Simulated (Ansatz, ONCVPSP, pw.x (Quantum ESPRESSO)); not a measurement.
pw.x on diamond Mg: one setting changed

Potential: optimised norm-conserving Vanderbilt (ONCV), ONCVPSP 4.0.1, PBEsol; core [Ne], reference 3s2; waves: 3s: rc 2.25 bohr, ncon 4, nbas 8, qcut 3 1/bohr, 2 projectors, debl 2 Ha; p scattering state at 0.19 Ha: rc 2.20 bohr, ncon 3, nbas 6, qcut 4.1 1/bohr, 2 projectors, debl 1.6 Ha; d scattering state at 0.05 Ha: rc 2.15 bohr, ncon 4, nbas 7, qcut 7 1/bohr, 2 projectors, debl 1.5 Ha; local part: polynomial inside 2.00 bohr (lpopt 5, dvloc0 3 Ha); core correction: Teter function, fcfact 3.75, rcfact 1.15.

The reference run (k-mesh 8³, cutoffs 50/200 Ry, Fermi–Dirac 0.01 Ry, mixing_beta 0.4, conv_thr 1e-9, no spin) gives 0.03 GPa at 38.999 Å³/atom, where all-electron LAPW gives -0.01 GPa. This run, with its own iteration cap, changes nosym to true.

```
&control
  calculation='scf', prefix='x', pseudo_dir='./', outdir='./tmp', tstress=.true., disk_io='none'
/
&system
  ibrav=0, nat=2, ntyp=1, ecutwfc=50, ecutrho=200, nbnd=9,
  occupations='smearing', smearing='fd', degauss=0.01, nosym=.true.
/
&electrons
  conv_thr=1e-09, mixing_beta=0.4, electron_maxstep=60
/
ATOMIC_SPECIES
Mg 1.0 Mg.UPF
CELL_PARAMETERS angstrom
  0.00000000 3.39118246 3.39118246
  3.39118246 0.00000000 3.39118246
  3.39118246 3.39118246 0.00000000
ATOMIC_POSITIONS crystal
Mg 0.0000 0.0000 0.0000
Mg 0.2500 0.2500 0.2500
K_POINTS automatic
8 8 8 0 0 0
```

```bash
pw.x < Mg.scf.in > Mg.scf.out
```

**Question.** How does the run end?

**Answer.** It converges in 7 iterations; the free energy moves by +0.0 meV/atom and the pressure by +0.00 GPa. The result is that of the reference run.

```
lattice parameter (alat)  =       9.0629  a.u.
     unit-cell volume          =     526.3566 (a.u.)^3
     number of electrons       =         4.00
     number of Kohn-Sham states=            9
     kinetic-energy cutoff     =      50.0000  Ry
     charge density cutoff     =     200.0000  Ry
     scf convergence threshold =      1.0E-09
     Exchange-correlation= PBESOL
     number of k points=   260  Fermi-Dirac smearing, width (Ry)=  0.0100
     iteration #  1     ecut=    50.00 Ry     beta= 0.40
     c_bands:  1 eigenvalues not converged
     total energy              =      -3.72196828 Ry
     estimated scf accuracy    <       0.00375411 Ry
     iteration #  2     ecut=    50.00 Ry     beta= 0.40
     total energy              =      -3.72185132 Ry
     estimated scf accuracy    <       0.00115046 Ry
     iteration #  3     ecut=    50.00 Ry     beta= 0.40
     total energy              =      -3.72191972 Ry
     estimated scf accuracy    <       0.00001971 Ry
     iteration #  4     ecut=    50.00 Ry     beta= 0.40
     c_bands:  1 eigenvalues not converged
     c_bands:  1 eigenvalues not converged
     c_bands:  1 eigenvalues not converged
     c_bands:  1 eigenvalues not converged
     c_bands:  1 eigenvalues not converged
     [... 4 repeated lines left out ...]
     total energy              =      -3.72192164 Ry
     estimated scf accuracy    <       0.00000099 Ry
     iteration #  5     ecut=    50.00 Ry     beta= 0.40
     total energy              =      -3.72192181 Ry
     estimated scf accuracy    <          4.4E-09 Ry
     iteration #  6     ecut=    50.00 Ry     beta= 0.40
     total energy              =      -3.72192182 Ry
     estimated scf accuracy    <          2.1E-09 Ry
     iteration #  7     ecut=    50.00 Ry     beta= 0.40
     the Fermi energy is     0.7429 ev
!    total energy              =      -3.72192182 Ry
     estimated scf accuracy    <          6.3E-10 Ry
     smearing contrib. (-TS)   =      -0.00553388 Ry
     The total energy is F=E-TS. E is the sum of the following terms:
     one-electron contribution =       1.40304565 Ry
     hartree contribution      =       0.10864503 Ry
     xc contribution           =      -1.86574606 Ry
     ewald contribution        =      -3.36233255 Ry
     convergence has been achieved in   7 iterations
          total   stress  (Ry/bohr**3)                   (kbar)     P=        0.27
     Message from routine punch:
     Nothing written, as per user request (disk_io='none')
```

The run took about 1.7 min on one core of a shared host (Intel(R) Xeon(R) Platinum 8488C, 96 threads, 372 GiB, load 33).
